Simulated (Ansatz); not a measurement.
**Copper, fcc under LDA: convergence with the Fermi-Dirac smearing**

How small must the Fermi-Dirac smearing width be for energy and pressure to settle? The geometry was relaxed under LDA beforehand and stays fixed; 6 values are run, from 0.01 to 1.0 eV. Wanted are the values from which on the energy stays within 10 and 1 meV/atom, and the pressure within 0.5 GPa, of the narrowest run. Within the series other settings stay, but some runs also write fields, which adds to their time. Spin polarisation is left out.

Method: DFT LDA, plane waves with PAW, scalar-relativistic, in Ansatz 0.2.0.

## (1) The starting structure

It takes space group Fm-3m (No. 225, cubic). Conventional cell: a = 3.518 Å, b = 3.518 Å, c = 3.518 Å, α = 90.00°, β = 90.00°, γ = 90.00°. Around Cu (site symmetry m-3m) lie 12 Cu at 2.49 Å.

Structure file:

```
CELL_PARAMETERS angstrom
0.00000 1.75882 1.75882
1.75882 0.00000 1.75882
1.75882 1.75882 0.00000
ATOMIC_POSITIONS crystal
Cu 0.00000 0.00000 0.00000
```

## (2) Run at 0.01 eV

The run at 0.01 eV.

Contents of input.yaml:

```yaml
crystal:
  lattice:
    - [0.0, 1.7588202533, 1.7588202533]
    - [1.7588202533, 0.0, 1.7588202533]
    - [1.7588202533, 1.7588202533, 0.0]
  atoms:
    - { symbol: Cu, position: [0.0, 0.0, 0.0] }
hamiltonian:
  xc: lda
  pseudopotentials:
    kind: paw
    azcp:
      Cu: "pseudopotentials/Cu.paw.azcp"
basis:
  ecutwfc: 420
  fft_grid_basis: typed
kpoints:
  mp_grid: { grid: [15, 15, 15], shift: [0, 0, 0] }
magnetization:
  spin_polarized: false
scf:
  occupations: { method: fermi_dirac, width: 0.01 }
  lower_state_search: "off"
output:
  stress: true
```

The run is started by

```
ansatz run input.yaml --threads 2 --pin off --max-ram 5120MiB --backend cpu --events-out ev --progress --plain --runs-dir out
```

## (3) Run at 0.03 eV

The run at 0.03 eV.

Changes to input.yaml since step 2:

```diff
@@ -21,3 +21,3 @@
 scf:
-  occupations: { method: fermi_dirac, width: 0.01 }
+  occupations: { method: fermi_dirac, width: 0.03 }
   lower_state_search: "off"
```

## (4) Run at 0.2 eV

The run at 0.2 eV.

Changes to input.yaml since step 3:

```diff
@@ -21,3 +21,3 @@
 scf:
-  occupations: { method: fermi_dirac, width: 0.03 }
+  occupations: { method: fermi_dirac, width: 0.2 }
   lower_state_search: "off"
```

## (5) Run at 0.3 eV

The run at 0.3 eV.

Changes to input.yaml since step 4:

```diff
@@ -21,3 +21,3 @@
 scf:
-  occupations: { method: fermi_dirac, width: 0.2 }
+  occupations: { method: fermi_dirac, width: 0.3 }
   lower_state_search: "off"
```

## (6) Run at 0.6 eV

The run at 0.6 eV.

Changes to input.yaml since step 5:

```diff
@@ -21,3 +21,3 @@
 scf:
-  occupations: { method: fermi_dirac, width: 0.3 }
+  occupations: { method: fermi_dirac, width: 0.6 }
   lower_state_search: "off"
@@ -25 +25,5 @@
   stress: true
+  write_density: true
+  write_potential: true
+  elf: true
+  volumetric_format: npy
```

## (7) Run at 1.0 eV

The run at 1.0 eV.

Changes to input.yaml since step 6:

```diff
@@ -21,3 +21,3 @@
 scf:
-  occupations: { method: fermi_dirac, width: 0.6 }
+  occupations: { method: fermi_dirac, width: 1.0 }
   lower_state_search: "off"
@@ -25,5 +25 @@
   stress: true
-  write_density: true
-  write_potential: true
-  elf: true
-  volumetric_format: npy
```

(Steps that only read results are left out.)

Before running it: what results should come out?

The runs gave:

| quantity | value |
| --- | --- |
| E(σ → 0) stays within 10 meV/atom of 0.01 eV | up to 0.3 eV |
| E(σ → 0) stays within 1 meV/atom | up to 0.2 eV |
| pressure stays within 0.5 GPa | up to 0.2 eV |
| pressure at 0.01 eV | -0.13 GPa |
| energy of a separate run on a finer mesh (25×25×25) | +0.4 meV/atom from 0.01 eV |

In words: At 1.0 eV the energy differs by +108.4 meV/atom and the pressure by +11.3 GPa. Over the range F shifts by -748.9 meV/atom, while E(σ → 0) shifts by +108.4. In theory F falls as the square of the width under this scheme, but here the ratio is not steady: the mesh at narrow widths, or a density of states that varies over the wide ones, can both cause that. The mesh (15×15×15) is fixed, so the narrowest widths carry a k-point error of their own. A run on a finer mesh agrees with the yardstick to 1 meV/atom. The cell taken over is 8 % smaller than the measured one (11.81 Å³/atom, COD).
